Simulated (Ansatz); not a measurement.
in.yaml

```yaml
crystal:
  periodic: [false, false, false]
  atoms:
    - {symbol: Ga, position_ang: [0.000000, 0.000000, 0.000000]}
    - {symbol: Li, position_ang: [0.000000, 0.000000, 3.428000]}
basis:
  gaussian: {orbitals: "6-31G*"}
magnetization: {spin_polarized: false}
correlation: {method: bccd_t, electrons: all}
scf: {omitted_lower_state_checks: [cluster_reference]}
output: {forces: true}
```

```sh
$ ansatz run in.yaml --threads 1 --pin off --events-out ev --progress --plain --max-ram 2393MiB
```

**Question.** Roughly how long does this take on 1 thread of Arm Neoverse V2, shared host, and how much host memory?

**Answer.** 11 s wall and 0.21 GiB.

```
these checks for a lower state are left out or cut short: cluster_reference
452 factors; integrals over basis functions are off by at most 7.0e-4 eV
mean field evaluation 1: about -52527.3599 eV, gradient 5.5e0 eV
mean field evaluation 2: about -52527.3619 eV, gradient 5.5e0 eV
mean field evaluation 4: about -52528.0608 eV, gradient 1.5e0 eV
mean field evaluation 8: about -52528.0811 eV, gradient 1.0e-1 eV
mean field evaluation 16: about -52523.6794 eV, gradient 3.4e0 eV
mean field evaluation 32: about -52526.0820 eV, gradient 1.2e0 eV
mean field -52528.08126964 eV, -1930.3713818468 hartree, gradient 5.1e-6 eV, S^2 0.000000; 3 other end points of the search recorded, 0 dependent functions left out; unrestricted orbitals would lower it
reference -52528.08126964 eV, -1930.3713818468 hartree; 17, 17 occupied and 33, 33 virtual orbitals, 452 factors
second order -7.95312312 eV of doubles, -0.00000000 eV of singles
cycle   1  -7.11393455 eV  change    8.4e-1 eV  update   1.1e-1
cycle   2  -7.62680791 eV  change   -5.1e-1 eV  update   5.4e-2
cycle   3  -7.71786856 eV  change   -9.1e-2 eV  update   3.2e-2
cycle   4  -7.66107356 eV  change    5.7e-2 eV  update   1.2e-2
cycle   5  -7.68723194 eV  change   -2.6e-2 eV  update   5.7e-3
cycle   6  -7.69114489 eV  change   -3.9e-3 eV  update   2.0e-3
cycle   7  -7.68826392 eV  change    2.9e-3 eV  update   9.4e-4
cycle   8  -7.68793608 eV  change    3.3e-4 eV  update   3.0e-4
cycle   9  -7.68836959 eV  change   -4.3e-4 eV  update   1.4e-4
cycle  10  -7.68820537 eV  change    1.6e-4 eV  update   4.6e-5
cycle  11  -7.68827417 eV  change   -6.9e-5 eV  update   2.1e-5
cycle  12  -7.68830322 eV  change   -2.9e-5 eV  update   1.1e-5
cycle  13  -7.68828087 eV  change    2.2e-5 eV  update   6.7e-6
cycle  14  -7.68829308 eV  change   -1.2e-5 eV  update   3.5e-6
cycle  15  -7.68829341 eV  change   -3.3e-7 eV  update   1.6e-6
cycle  16  -7.68829271 eV  change    7.0e-7 eV  update   6.3e-7
perturbative correction -0.26246628 eV, -0.0096454578 hartree
the calculation of the forces begins
Total energy: -52536.03202862 eV, -1930.6635668503 hartree
Atom 0 at     0.000000     0.000000     0.000000 Å, force    -0.000000    -0.000000     0.539770 eV/Å
Atom 1 at     0.000000     0.000000     3.428000 Å, force     0.000000     0.000000    -0.539770 eV/Å
Dipole moment:    -0.000000    -0.000000     0.142019 e Å
Checks for a lower state left out: cluster_reference
```

Forces (eV/Å):
```
Ga   0.000  0.000  0.540
Li   0.000  0.000 -0.540
```
